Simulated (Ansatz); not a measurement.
**BH2+ (triplet): B2PLYP, RPA-PBE over a scan of the angle H2–B1–H3, aug-cc-pVTZ**

How well do these functionals follow the top wave-function level for BH2+ (triplet) over a scan of the angle H2–B1–H3?

Computed with Ansatz 0.2.0, Gaussian basis. Level: aug-cc-pVTZ, all electrons in the functionals, frozen cores in the correlation of double hybrids and RPA.

To be run: B2PLYP, RPA-PBE, at 66.8°; 68.5°; 86.2°; 108.3°; 121.0°; 139.8°; 159.8°; 180.0°.

12 further runs of the same task are left out: 2 for a known fault of the program, 7 that didn't finish, 3 set aside as unsound or not needed.

### 1 The geometry

The geometry derives from a PBE0/def2-TZVP stationary point (not a proven minimum). One angle is set to the value named; bond lengths are kept.

3 atoms, charge 1, spin multiplicity 3.

Atoms are counted from 1 here; the program's logs count them from 0.

Bond lengths: B1–H2 1.291 Å, B1–H3 1.291 Å. Angles: H2–B1–H3 66.8°.

No dispersion term is added.

The geometry shown and the zero of energy belong to the point 66.8°. The yardstick, FCI, and other wave-function levels (R restricted, U unrestricted, valence and pair active spaces) come from earlier runs.

### 2 B2PLYP, 66.8°

Input file in.yaml:

```yaml
crystal:
  periodic: [false, false, false]
  atoms:
    - {symbol: B, position_ang: [0.000000, 0.000000, -0.169375]}
    - {symbol: H, position_ang: [0.000000, 0.710556, 0.908346]}
    - {symbol: H, position_ang: [0.000000, -0.710556, 0.908346]}
basis:
  gaussian: {orbitals: aug-cc-pVTZ}
total_charge: 1
magnetization: {spin_polarized: true, initial_magnetization: 2}
hamiltonian: {xc: {name: B2PLYP}}
correlation: {electrons: outside_noble_gas}
```

On the command line:

```sh
$ ansatz run in.yaml --threads 1 --pin off --events-out ev --progress --plain --max-ram 2393MiB
```

The runs that follow: B2PLYP, 68.5°; B2PLYP, 86.2°; B2PLYP, 108.3°; B2PLYP, 121.0°; B2PLYP, 139.8°; B2PLYP, 159.8°; B2PLYP, 180.0°; RPA-PBE, 66.8°; RPA-PBE, 68.5°; RPA-PBE, 86.2°; RPA-PBE, 108.3°; RPA-PBE, 121.0°; RPA-PBE, 139.8°; RPA-PBE, 159.8°; RPA-PBE, 180.0°.

Q: Predict the results of all the runs planned. Wanted: span of the FCI curve; largest miss, B2PLYP; largest miss, RPA-PBE.

**Answer**, as computed:

| quantity | value |
| --- | --- |
| span of the FCI curve | 2.192 eV |
| largest miss, B2PLYP | -0.038 eV (180.0°) |
| largest miss, RPA-PBE | -0.230 eV (180.0°) |

**Reading.** Of the functionals, B2PLYP keep the smallest largest miss at the points compared (at most 0.038 eV) and RPA-PBE strays most (0.230 eV, at 180.0°). Functionals and the yardstick converge differently with the basis, so part of each miss in aug-cc-pVTZ is the basis.
